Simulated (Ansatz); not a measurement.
CH8BN (`[BH3-][NH2+]C`). Total charge 0; spin multiplicity 1. Geometry: relaxed with PBE0-D4/def2-TZVP.

```xyz
11

B    -0.682   -0.898   -0.737
N     0.415   -0.320    0.315
C     0.361    1.137    0.493
H    -0.504   -2.098   -0.767
H    -0.435   -0.352   -1.794
H    -1.763   -0.586   -0.281
H     0.273   -0.783    1.207
H     1.338   -0.595   -0.007
H    -0.636    1.401    0.840
H     0.520    1.605   -0.477
H     1.111    1.487    1.206
```

(1) What is the dipole moment at PBE/def2-TZVPP? (Estimate.)

(2) And with r2SCAN, B3LYP, ωB97M-V? (Estimate.)

(3) Give the Mulliken charges with PBE, B3LYP, r2SCAN in def2-TZVPP. (Estimate.)

Results:

(1) Computed: 5.27 D, with components (3.48, 2.08, 3.37) D in this frame, pointing from negative to positive charge.

(2) Computed: r2SCAN 5.34 D, B3LYP 5.33 D, ωB97M-V 5.38 D.

(3) Ansatz gave: 
```
atom    PBE  B3LYP  r2SCAN
  B1  -0.36  -0.33   -0.28
  N2  -0.03  -0.05    0.02
  C3  -0.21  -0.22   -0.11
  H4  -0.03  -0.03   -0.05
  H5  -0.03  -0.03   -0.06
  H6  -0.03  -0.03   -0.06
  H7   0.18   0.16    0.15
  H8   0.18   0.16    0.15
  H9   0.12   0.13    0.09
 H10   0.12   0.13    0.09
 H11   0.11   0.11    0.07
```

B3LYP here is the variant with VWN-RPA as its local correlation; programs differ in this.
